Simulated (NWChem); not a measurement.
Everything below was run with NWChem. System: butadiene (C₄H₆), charge 0, spin multiplicity 1, at a geometry optimised with PBE0/def2-SVP. Level: EOM-CCSD/def2-SVP, 4 core orbitals frozen.

Input file:

```
start mol
memory heap 100 mb stack 700 mb global 1900 mb
geometry units angstroms nocenter noautoz
  C     -1.727995    -0.662814     0.000000
  C     -0.700062     0.197314     0.000000
  C      0.700062    -0.197314     0.000000
  C      1.727995     0.662814     0.000000
  H     -1.563242    -1.745056     0.000000
  H     -2.764317    -0.316901     0.000000
  H     -0.902269     1.275467     0.000000
  H      0.902269    -1.275467     0.000000
  H      2.764317     0.316901     0.000000
  H      1.563242     1.745056     0.000000
  symmetry group C2h
end
basis spherical
  * library def2-svp
end
scf
  rhf
  nopen 0
  maxiter 100
  thresh 1e-7
  semidirect memsize 60000000 filesize 0
end
tce
  freeze core 4
  ccsd
  nroots 1
  2eorb
  2emet 13
  thresh 1e-5
  maxiter 200
  tilesize 24
  dipole
end
task tce energy
```

Output (cleaned and shortened):

```
             Northwest Computational Chemistry Package (NWChem) 7.3.0
             --------------------------------------------------------

                                NWChem Input Module
                                -------------------

 Scaling coordinates for geometry "geometry" by  1.889725989
 (inverse scale =  0.529177249)

 Turning off AUTOSYM since
 SYMMETRY directive was detected!

                             Geometry "geometry" -> ""
                             -------------------------

 Output coordinates in angstroms (scale by  1.889725989 to convert to a.u.)

  No.       Tag          Charge          X              Y              Z
 ---- ---------------- ---------- -------------- -------------- --------------
    1 C                    6.0000    -1.72799500    -0.66281400     0.00000000
    2 C                    6.0000    -0.70006200     0.19731400     0.00000000
    3 C                    6.0000     0.70006200    -0.19731400     0.00000000
    4 C                    6.0000     1.72799500     0.66281400     0.00000000
    5 H                    1.0000    -1.56324200    -1.74505600     0.00000000
    6 H                    1.0000    -2.76431700    -0.31690100     0.00000000
    7 H                    1.0000    -0.90226900     1.27546700     0.00000000
    8 H                    1.0000     0.90226900    -1.27546700     0.00000000
    9 H                    1.0000     2.76431700     0.31690100     0.00000000
   10 H                    1.0000     1.56324200     1.74505600     0.00000000

 Effective nuclear repulsion energy (a.u.)     103.4646516301

            Nuclear Dipole moment (a.u.)
            ----------------------------
        X                 Y               Z
 ---------------- ---------------- ----------------
     0.0000000000    -0.0000000000     0.0000000000

      Symmetry information
      --------------------

 Group name             C2h
 Group number             21
 Group order               4
 No. of unique centers     5

      Symmetry unique atoms

     1    2    5    6    7


 Summary of "ao basis" -> "" (spherical)
 ------------------------------------------------------------------------------
[...]
   0.0029656982789   0.2569619845350    6.99229     1.1     1.1

 Iteration   7 using    7 trial vectors
   0.0014634567532   0.2569592209919    6.99222     1.1     1.1

 Iteration   8 using    8 trial vectors
   0.0006681466964   0.2569565205861    6.99215     1.7     1.7

 Iteration   9 using    9 trial vectors
   0.0003478425508   0.2569567580920    6.99215     1.9     1.9

 Iteration  10 using   10 trial vectors
   0.0001578815004   0.2569570050770    6.99216     1.9     1.9

 Iteration  11 using   11 trial vectors
   0.0000643948104   0.2569572875254    6.99217     1.7     1.7

 Iteration  12 using   12 trial vectors
   0.0000270842708   0.2569575213023    6.99217     1.8     1.8

 Iteration  13 using   13 trial vectors
   0.0000112256703   0.2569575924812    6.99217     1.5     1.5

 Iteration  14 using   14 trial vectors
   0.0000048282217   0.2569575996656    6.99218     1.4     1.4
 --------------------------------------------------------------
 Iterations converged
 ------------------

 Excited state root  1
 Excitation energy / hartree =        0.256957599665609
                   / eV      =        6.992175025406128
 largest EOMCCSD amplitudes: R1 and R2

 Singles contributions
    16au  (alpha) ---    15bg  (alpha)       -0.9322235308

 Doubles contributions

 No. of initial left vectors    1

 EOM-CCSD left-hand side iterations
 --------------------------------------------------------------
      Residuum       Omega / hartree  Omega / eV    Cpu    Wall
 --------------------------------------------------------------

 Iteration   1 using    1 trial vectors
   0.6425819998784   0.3786893895139   10.30467     3.5     3.5

 Iteration   2 using    2 trial vectors
   0.1372137962091   0.2667943475196    7.25985     2.3     2.3

 Iteration   3 using    3 trial vectors
   0.0532390512080   0.2588888774881    7.04473     2.1     2.1

 Iteration   4 using    4 trial vectors
   0.0190979417706   0.2572658428535    7.00056     2.1     2.1

 Iteration   5 using    5 trial vectors
   0.0065690565945   0.2569705939899    6.99253     2.1     2.1

 Iteration   6 using    6 trial vectors
   0.0028201327881   0.2569425164481    6.99176     2.2     2.2

 Iteration   7 using    7 trial vectors
   0.0013128796938   0.2569553647151    6.99211     3.2     3.2

 Iteration   8 using    8 trial vectors
   0.0005720148772   0.2569537911015    6.99207     3.5     3.5

 Iteration   9 using    9 trial vectors
   0.0002925983654   0.2569550857102    6.99211     3.5     3.5

 Iteration  10 using   10 trial vectors
   0.0001429591424   0.2569576319265    6.99218     3.0     3.0

 Iteration  11 using   11 trial vectors
   0.0000616370012   0.2569577987766    6.99218     2.2     2.2

 Iteration  12 using   12 trial vectors
   0.0000264950108   0.2569576955416    6.99218     2.2     2.2

 Iteration  13 using   13 trial vectors
   0.0000111954082   0.2569577718638    6.99218     2.3     2.3

 Iteration  14 using   14 trial vectors
   0.0000047580583   0.2569577955301    6.99218     2.2     2.2
 --------------------------------------------------------------
 Iterations converged

 Excited state root  1
 Excitation energy / hartree =        0.256957599665609
                   / eV      =        6.992175025406128

 EOM-CCSD transition moments / hartree
 --------------------------------------------
 X    1.9558918 Y    0.9648431 Z    0.0000000
 Oscillator Strength                0.8148014
 --------------------------------------------

 EOM-CCSD dipole moments / hartree & Debye
 ------------------------------------
   X         0.0000000      0.0000000
   Y        -0.0000000     -0.0000000
   Z        -0.0000000     -0.0000000
 Total       0.0000000      0.0000000
 ------------------------------------

 Singles contributions
    16au  (alpha) ---    15bg  (alpha)       -0.9322235308

 Doubles contributions

 Task  times  cpu:      404.2s     wall:      404.2s

 Total times  cpu:      404.2s     wall:      404.2s
```
